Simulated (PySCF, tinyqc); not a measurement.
Inside a calculation. Method: FCI on RHF in the sto-3g basis, for HF, spin multiplicity 1. The lowest restricted solution is unstable here: a spin-polarised one lies 0.0060 hartree lower (PySCF). One step of it, computed by the program tinyqc.

Task: Orthogonalisation. S = U s U^T; symmetric (Loewdin) form X = U s^(-1/2) U^T, so that X^T S X = 1.

overlap S, lower triangle:
```
           1F 1s     1F 2s    1F 2px    1F 2py    1F 2pz     2H 1s
1F 1s   1.000000
1F 2s   0.237990  1.000000
1F 2px  0.000000  0.000000  1.000000
1F 2py  0.000000  0.000000  0.000000  1.000000
1F 2pz  0.000000  0.000000  0.000000  0.000000  1.000000
2H 1s   0.020901  0.245962  0.000000  0.000000  0.218478  1.000000
```

Give: eigenvalues of S; X.

Result:

eigenvalues of S: 0.6267  0.8543  1.0000  1.0000  1.1266  1.3924

X, lower triangle:
```
          1F 1s    1F 2s  1F 2px  1F 2py   1F 2pz   2H 1s
1F 1s    1.0226
1F 2s   -0.1265   1.0481
1F 2px   0.0000   0.0000  1.0000
1F 2py   0.0000   0.0000  0.0000  1.0000
1F 2pz  -0.0026   0.0225  0.0000  0.0000   1.0195
2H 1s    0.0133  -0.1351  0.0000  0.0000  -0.1174  1.0445
```
